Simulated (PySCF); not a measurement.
## CFCl3: calculation against experiment

**Experimental background.**

From NIST CCCBDB Release 22 (SRD 101), experimental dipoles, for the gas: dipole moment (microwave Stark effect, vibrational ground state) 0.46 ± 0.02 D.

The results are set against them at the end.

Compound: CFCl3.
Numbering: `[F:1][C:2]([Cl:3])([Cl:4])[Cl:5]`

Structure used (GFN2-xTB), in Å, numbered top down from 1:
```xyz
5
CCl3F angstrom
F      0.0603   -0.1410    1.3961
C      0.0046   -0.0063    0.0667
Cl    -0.4579    1.6606   -0.3126
Cl     1.6028   -0.3706   -0.6039
Cl    -1.2011   -1.1397   -0.5634
```

The PySCF runs (gas phase, on this GFN2-xTB geometry; no spin–orbit coupling):

```tsv
level	job	basis functions
PBE0/STO-3G	shieldings	37
PBE0/pcSseg-1	shieldings	106
```

Results beside the measurements:

**Dipole moment.** Measured: 0.46 D (NIST CCCBDB Release 22 (SRD 101), experimental dipoles).

```tsv
level	computed (D)	computed − measured (D)	% (from the printed values)
PBE0/STO-3G	1.06	+0.60	+130
PBE0/pcSseg-1	0.41	-0.05	-11
```

Closest is PBE0/pcSseg-1 (-0.05 D), furthest PBE0/STO-3G (+0.60 D); one molecule doesn't rank methods. The computed dipoles belong to one fixed geometry; measured ones are averaged over vibrations unless marked μe. Magnitudes are compared, not signs.

No measured geometry was used, and the causes of the misses weren't examined.
